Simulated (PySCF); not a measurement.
# Property card for 3,3-dimethyl-1-butyne, `C#CC(C)(C)C`

Species: 3,3-dimethyl-1-butyne, C6H10.
Structure used (GFN2-xTB), in Å, numbered top down from 1:
```
atom  x, y, z in Å
C1     0.431    2.362    1.014
C2     0.232    1.278    0.549
C3    -0.009   -0.042   -0.019
C4    -1.327   -0.591    0.540
C5    -0.096    0.082   -1.545
C6     1.152   -0.967    0.368
H7     0.605    3.313    1.423
H8    -1.277   -0.668    1.624
H9    -1.525   -1.578    0.129
H10   -2.153    0.067    0.281
H11   -0.276   -0.894   -1.990
H12    0.831    0.483   -1.948
H13   -0.909    0.749   -1.826
H14    1.229   -1.048    1.450
H15    2.093   -0.577   -0.015
H16    0.992   -1.961   -0.046
```

Some functional groups and rings: alkyne.

**GFN2-xTB geometry**

```
Point group of the GFN2-xTB geometry                  : C3v
Rotational constants A, B, C of the GFN2-xTB geometry : 4.567, 2.731, 2.731 GHz
```

CAM-B3LYP/def2-SVPD ground state and vertical TDDFT (core frozen in the response) (PySCF):

```
Dipole moment                                                     : 0.69 D
HOMO energy                                                       : -9.09 eV
LUMO energy                                                       : 1.30 eV
HOMO–LUMO gap                                                     : 10.39 eV
Lowest singlet excitation                                         : 6.76 eV (184 nm, f = 0.000)
Strongest line among the 8 lowest singlet transitions             : S4/S5 at 7.56 eV (164 nm, f = 0.143 summed over these states)
Lowest triplet excitation (Tamm–Dancoff)                          : 5.59 eV
Static isotropic polarisability                                   : 70.4 au
Electronic spatial extent ⟨r²⟩ about the centre of nuclear charge : 619 bohr²
```

From PBE0/pcSseg-1 ground state and GIAO shieldings, non-relativistic (PySCF):

```
Lowest Hirshfeld atomic charge                      : -0.13 e on C1
Highest Hirshfeld atomic charge                     : +0.09 e on H7
13C chemical shifts (computed TMS as zero) by class : 97.7 (C2), 74.2 (C1), 32.9 (C4/C5/C6), 27.6 (C3) ppm
1H chemical shifts (computed TMS as zero) by class  : 1.53 (H7), 1.30 (H8/H9/H10/H11/H12/H13/H14/H15/H16) ppm
Mayer bond orders between heavy atoms               : C1–C2 2.53, C2–C3 0.86, C3–C4 1.03, C3–C5 1.03, C3–C6 1.03
```

B3LYP/pcJ-1 indirect spin-spin coupling, non-relativistic, gas phase; spin–dipole term left out (PySCF):

```
Largest of the computed one-bond spin–spin couplings (means over like bonds) : 13C–1H +260.6 (C1–H7), 13C–13C +192.3 (C1–C2), 13C–1H +133.7 (C4–H8 and 8 like it), 13C–13C +71.8 (C2–C3), 13C–13C +34.7 (C3–C4 and 2 like it) Hz
```

Monoisotopic mass (most abundant isotopes): 82.0783 u.

The rotational constants are those of a prolate symmetric top. With B = h/(8π²I), that is 505.379 GHz u Å² over I, the principal moments of inertia are 110.7, 185.0 and 185.0 u Å² (most abundant isotopes). The vertical singlet–triplet gap S1 − T1 is 1.17 eV (TDDFT singlet less Tamm–Dancoff triplet). In wavenumbers S1 is 54500 cm⁻¹ (1 eV = 8065.54 cm⁻¹). The dipole matches unit charges of opposite sign 0.14 Å apart (1 e·Å = 4.8032 D). The principal polarisabilities are 63.9, 63.9 and 83.3 au; their mean is the isotropic value. The polarisability is 10.43 Å³ as a volume (1 au = 0.148185 Å³), or 1.53 au for each of the 46 electrons.

 NMR classes are plain means over equivalent atoms (diastereotopic ones count apart unless rotation or inversion swaps them), as if these changed places fast; in this geometry the members of some classes differ.
